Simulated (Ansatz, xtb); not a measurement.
# CH4Si2−: 9 structures ranked

9 gas-phase structures of CH4Si2−, found in a search over its isomers (lower ones may exist). Each was relaxed with GFN2-xTB:

A. the doublet with the links of `C=[Si][SiH2-]`
B. the doublet with the links of `[SiH2]=[C][SiH2-]`
C. the doublet with the links of `[H]/[C]=[SiH]\[SiH2-]`
D. a doublet given by its coordinates
E. the doublet with the links of `[H]/[C]=[Si-]/[SiH3]`
F. the doublet with the links of `[H]/[Si-]=[C]\[SiH3]`
G. the doublet with the links of `[H]/[Si-]=[C]/[SiH3]`
H. a doublet given by its coordinates
I. the doublet with the links of `C1[SiH][SiH-]1`

D (Å):

```xyz
7

C    -1.5888    0.2661   -0.2960
Si   -1.1249    0.2937    1.5488
Si   -2.0237   -1.0501    2.9009
H    -2.3208   -0.5280   -0.4522
H    -2.0526    1.1983   -0.6368
H    -0.7397    0.0499   -0.9534
H    -0.1130    1.4163    1.5235
```

Close contacts (Å): C1–Si2 1.90, Si2–Si3 2.11, C1–H4 1.09, C1–H5 1.10, C1–H6 1.10, Si2–H7 1.51.

H (Å):

```xyz
7

C    -1.5872    0.2289   -0.6673
Si   -0.7456    0.8444    0.9562
Si   -1.7660   -0.2712    2.5410
H    -2.2740   -0.6204   -0.5677
H    -2.1532    1.0506   -1.1196
H    -0.8225   -0.0615   -1.3951
H    -1.0074    0.3119    3.8145
```

Close contacts (Å): C1–Si2 1.93, Si2–Si3 2.19, C1–H4 1.10, C1–H5 1.10, C1–H6 1.09, Si3–H7 1.59.

Q: Make a reasoned guess at their ranking by r2SCAN-D4/def2-SVPD//GFN2-xTB single-point energy.

A: Calculated order at r2SCAN-D4/def2-SVPD//GFN2-xTB: D (0.0), H (5.0), I (5.0), A (15.9), G (24.1), B (37.2), E (38.0), F (41.6), C (43.3) kcal/mol. Less than 1 kcal/mol parts H and I; B and E, so the order within those pairs means little.

Energies above the lowest of each column, in kcal/mol; the last columns are at r2SCAN-D4/def2-SVPD geometries and were run for some of them only (a dash: not run or not comparable):

| structure | GFN2-xTB | HF/STO-3G | r2SCAN-D4/def2-SVPD//GFN2-xTB | r2SCAN-D4/def2-SVPD | CCSD(T)/def2-SVPD |
| --- | --- | --- | --- | --- | --- |
| D | 0.0 | 19.5 | 0.0 | 0.0 | 0.0 |
| H | 3.5 | 23.2 | 5.0 | 5.0 | 5.1 |
| I | 8.9 | 0.0 | 5.0 | 6.6 | – |
| A | 6.0 | 24.2 | 15.9 | – | – |
| G | 9.3 | 39.8 | 24.1 | – | – |
| B | 4.9 | 77.6 | 37.2 | – | – |
| E | 12.9 | 38.1 | 38.0 | – | – |
| F | 14.2 | 80.1 | 41.6 | – | – |
| C | 16.2 | 47.7 | 43.3 | – | – |

CCSD(T)/def2-SVPD puts D lowest of those it was run on; HF/STO-3G picks I. Some further structures that were screened fall inside this span and aren't listed. Flexible structures stand in one conformer each, not always the lowest. Frequencies (r2SCAN-D4/def2-SVPD) were run for D, H alone. Open shells are spin-unrestricted, some with notable spin contamination. Large T1 diagnostics make some coupled-cluster values less sure.

Over these structures GFN2-xTB departs from r2SCAN-D4/def2-SVPD//GFN2-xTB by 11.6 kcal/mol on average once a common shift is removed. A GFN2-xTB relaxation took about 0.074 s and the r2SCAN-D4/def2-SVPD//GFN2-xTB energy about 3.3 s on a shared host (Ansatz 0.2.0, xtb 6.7.1).
